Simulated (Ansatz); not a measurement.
**SiH4O2 (SMILES O[SiH2]O): methods side by side**

SiH4O2: 7 atoms, total charge 0, spin state singlet. As SMILES, `O[SiH2]O`. The shape was relaxed beforehand at wB97X-V/def2-SVP. This is one conformer, not always the lowest.

```xyz
7

O    -1.3997   -0.2542   -0.3574
Si    0.0520    0.4274    0.0802
O     1.2856   -0.6824    0.1817
H    -1.4625   -0.6131   -1.2493
H     0.5203    1.4052   -0.9360
H    -0.2204    1.0574    1.3981
H     1.2246   -1.3404    0.8827
```

Quantity: the dissociation energy of the H6–Si2 bond into doublet H and doublet SiH3O2 (shapes relaxed at wB97X-V/def2-SVP, no zero-point term), in eV. The values are calculated.

| level | kind | program | value (eV) |
| --- | --- | --- | --- |
| HF/def2-TZVP | Hartree–Fock | Ansatz | 3.52 |
| SVWN5/def2-TZVP | LDA | Ansatz | 4.46 |
| PBE/def2-TZVP | GGA | Ansatz | 4.06 |
| r2SCAN/def2-TZVP | meta-GGA | Ansatz | 4.15 |
| PBE0-D4/def2-TZVP | global hybrid | Ansatz | 4.15 |
| CAM-B3LYP/def2-TZVP | range-separated hybrid | Ansatz | 4.32 |
| wB97M-V/def2-TZVP | range-separated hybrid | Ansatz | 4.40 |
| B2PLYP/def2-TZVP | double hybrid | Ansatz | 4.27 |
| RPA@PBE/def2-TZVP | RPA | Ansatz | 4.23 |

The values span 3.52 to 4.46 eV. Hartree–Fock misses the correlation of the electron pair that is broken and comes out low. Measured bond enthalpies also hold zero-point and thermal terms, a few tenths of an eV less.
